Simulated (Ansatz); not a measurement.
Input file:

```yaml
crystal:
  periodic: [false, false, false]
  atoms:
    - {symbol: Si, position_ang: [0.000000, -0.063543, 2.059283]}
    - {symbol: Al, position_ang: [0.000000, -0.020839, -2.164361]}
    - {symbol: H, position_ang: [0.000000, 2.328416, 0.557367]}
basis:
  gaussian: {orbitals: def2-SVP}
magnetization: {spin_polarized: false, initial_magnetization: 2}
correlation: {active_space: {window: {electrons: 6, orbitals: 5}, states: [{multiplicity: 3, weights: [1, 1, 0.5, 1]}], root: 1}}
output: {forces: true}
```

```sh
$ ansatz run in.yaml --threads 1 --pin off --events-out ev --progress --plain --max-ram 2393MiB
```

The program prints:

```
592 factors; integrals over basis functions are off by at most 1.7e-7 eV
mean field evaluation 1: about -14448.9464 eV, gradient 8.5e0 eV
mean field evaluation 2: about -14448.9532 eV, gradient 8.5e0 eV
mean field evaluation 4: about -14449.7428 eV, gradient 1.1e0 eV
mean field evaluation 8: about -14449.7820 eV, gradient 3.4e-1 eV
mean field evaluation 16: about -14449.7908 eV, gradient 2.0e-6 eV
mean field evaluation 32: about -14449.1327 eV, gradient 1.6e-6 eV
mean field evaluation 64: about -14448.7143 eV, gradient 8.5e-4 eV
mean field evaluation 96: about -14449.7862 eV, gradient 3.0e-1 eV
mean field evaluation 128: about -14449.1360 eV, gradient 2.5e0 eV
mean field evaluation 160: about -14449.7465 eV, gradient 6.6e-1 eV
mean field evaluation 192: about -14446.6100 eV, gradient 1.1e1 eV
mean field evaluation 224: about -14449.4849 eV, gradient 1.2e0 eV
mean field -14449.79077517 eV, -531.0200165674 hartree, gradient 2.0e-6 eV, S^2 2.000000; 20 other end points of the search recorded, 0 dependent functions left out
reference -14449.79077517 eV, -531.0200165674 hartree; 15, 13 occupied and 26, 28 virtual orbitals, 592 factors
state -14450.73608299 eV, -531.0547559892 hartree
state -14450.13158884 eV, -531.0325412388 hartree
state -14449.17898154 eV, -530.9975335662 hartree
state -14449.10204775 eV, -530.9947063016 hartree
the calculation of the forces begins
Total energy: -14450.13158884 eV, -531.0325412388 hartree
Atom 0 at     0.000000    -0.063543     2.059283 Å, force     0.000000    -0.155409     0.162940 eV/Å
Atom 1 at     0.000000    -0.020839    -2.164361 Å, force    -0.000000     0.024651    -0.037986 eV/Å
Atom 2 at     0.000000     2.328416     0.557367 Å, force     0.000000     0.130758    -0.124953 eV/Å
Dipole moment:     0.000000     0.020896    -0.198266 e Å
```

Natural occupations, averaged over the states: 1.9990 1.1969 1.0237 1.0230 0.7573.

Forces (eV/Å):
```
Si   0.000 -0.155  0.163
Al   0.000  0.025 -0.038
H    0.000  0.131 -0.125
```

Ran on 1 thread of Intel Xeon Platinum 8488C, shared host: 10 s wall, 0.16 GiB peak host memory.
